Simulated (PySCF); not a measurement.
Species: C3H2FPS.
Z-matrix (Å and degrees, PBE0-D3(BJ)/def2-SVP geometry), rows numbered from 1:
```
F 
C   1  1.3296
C   2  1.3660  1  120.77
S   3  1.7076  2  114.89  1  -179.92
C   4  1.7036  3   96.07  2    -0.10
P   5  1.7112  4  118.98  3    -0.02
H   3  1.0909  2  125.07  1    -0.00
H   5  1.0924  4  116.51  3   179.99
```

Computed with PySCF at B3LYP/def2-SVPD, non-relativistic, on one gas-phase PBE0-D3(BJ)/def2-SVP geometry that isn't relaxed in the solvent. The solvent is an IEF-PCM continuum (Bondi radii, 1.10 Å for H, scaled by 1.2), and excitations are vertical TDDFT with non-equilibrium linear response and a frozen core. The model holds no explicit solvent molecules, cavitation or dispersion.

Gas-phase singlets (H = HOMO, L = LUMO):

```
state  E (eV)  λ (nm)      f  leading configuration
   S1   4.789     259  0.062              H-1→L 51%
   S2   5.107     243  0.080                H→L 51%
   S3   5.355     232  0.006              H-2→L 97%
   S4   5.552     223  0.000              H→L+1 96%
   S5   5.785     214  0.004            H-1→L+1 98%
```

**Question.** How does the list change in acetone (ε = 20.49)?

**Answer.** 
```csv
state,E (eV),λ (nm),f,leading configuration,change by rank (eV)
S1,4.767,260,0.092,H-1→L 60%,-0.022
S2,5.025,247,0.112,H→L 61%,-0.082
S3,5.383,230,0.008,H-2→L 98%,+0.028
S4,5.620,221,0.000,H→L+1 96%,+0.068
S5,5.826,213,0.004,H-1→L+1 97%,+0.041
```

**Question.** How do the frontier levels move from gas to acetone?

**Answer.** 
| orbital | gas (eV) | solvent (eV) | change (eV) |
| --- | --- | --- | --- |
| LUMO+2 | -0.24 | -0.13 | +0.11 |
| LUMO+1 | -0.34 | -0.16 | +0.18 |
| LUMO | -1.79 | -1.68 | +0.11 |
| HOMO | -7.02 | -6.92 | +0.10 |
| HOMO-1 | -7.24 | -7.12 | +0.12 |
| HOMO-2 | -8.18 | -8.12 | +0.06 |
| HOMO-3 | -9.78 | -9.67 | +0.11 |

The HOMO–LUMO gap goes from 5.22 to 5.25 eV.

Hardware: one thread, Arm Neoverse V2 (aarch64) (shared host). Cost: 12 s wall, 0.73 GiB resident at most. This is the whole response run at B3LYP/def2-SVPD in acetone, SCF included.
